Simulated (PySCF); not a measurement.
A made-up structure of BSiNH₄, closed shell:

| atom | x (Å) | y (Å) | z (Å) |
| --- | --- | --- | --- |
| B1 | -1.1642 | 0.3961 | -0.7626 |
| Si2 | 0.4343 | 0.1544 | 0.4110 |
| N3 | 1.1428 | -1.2909 | 0.3855 |
| H4 | -1.5244 | -0.5283 | -1.4222 |
| H5 | -1.7581 | 1.4304 | -0.8175 |
| H6 | -0.9519 | 0.2583 | 0.3592 |
| H7 | 1.9584 | -1.4692 | 0.9618 |

It is relaxed with PBE-D4/def2-SVP and then PBE0-D4/def2-TZVP (PySCF 2.14 with density fitting (its default auxiliary sets; JK sets also for MP2 and CCSD(T))). Atoms count as bonded within 1.22 times the sum of their covalent radii (H–H: 0.88 Å). The end point is not checked to be a true minimum.

(1) Does its bonding change? (A judgement: the text doesn't fix the answer.)

Results:

(1) The calculation gives: Yes. Formed: none; broken: Si2–H6.

Where it ends: The first stage lowers the energy by 2.98 eV in 34 steps. It ends as BSiNH₄ ([BH3][Si][NH]):
```json
{"atom": "B1", "x (Å)": "-1.4500", "y (Å)": "0.3673", "z (Å)": "-0.3437"}
{"atom": "Si2", "x (Å)": "0.3180", "y (Å)": "-0.4754", "z (Å)": "-0.0418"}
{"atom": "N3", "x (Å)": "1.6825", "y (Å)": "-1.1248", "z (Å)": "0.1856"}
{"atom": "H4", "x (Å)": "-1.7625", "y (Å)": "-0.1353", "z (Å)": "-1.3945"}
{"atom": "H5", "x (Å)": "-1.1437", "y (Å)": "1.5333", "z (Å)": "-0.3750"}
{"atom": "H6", "x (Å)": "-2.0525", "y (Å)": "-0.0057", "z (Å)": "0.6320"}
{"atom": "H7", "x (Å)": "2.5724", "y (Å)": "-1.5491", "z (Å)": "0.3345"}
```

Labels in which every atom is bracketed show which atoms are joined, not bond orders.

For scale, one of the runs: PBE0-D4/def2-TZVP relaxation, 123 basis functions, launched by `OMP_NUM_THREADS=2 python run.py`. The run took 58 s on 2 CPU threads of a Oxide Virtual Turin-like (shared host), with 1.2 GiB of host memory at its peak.
